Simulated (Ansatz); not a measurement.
Two shapes of doublet CH4O(+).

Shape 1:

```xyz
6

C    -0.0550   -0.4194    0.4930
O     0.1238    0.5372   -0.5097
H     0.5342   -0.1032    1.3668
H    -1.1078   -0.5155    0.8251
H     0.3014   -1.4285    0.2053
H    -0.3888    0.2667   -1.2770
```

Shape 2:

```xyz
6

C    -0.3104    0.6066   -0.0236
O     0.4191   -0.6078    0.1167
H     0.2225    1.3426    0.5108
H    -0.3872    0.8704   -1.0814
H    -1.3179    0.4806    0.3826
H    -0.0246   -1.3363   -0.3707
```

Basis set: def2-SVP (spherical functions). Frozen core: 2 orbitals. Charge 1, multiplicity 2.

Computed with Ansatz (development build ahead of 0.2.0); each method stands on the lowest determinant of its kind that the runs found.

(1) Which shape is lower in energy, and by how much in each method?

## Answers

(1)

```json
{"method": "UHF", "E(2) − E(1) (eV)": "-0.134"}
{"method": "UHF-MP2", "E(2) − E(1) (eV)": "-0.067"}
```

Shape 2 is lower.
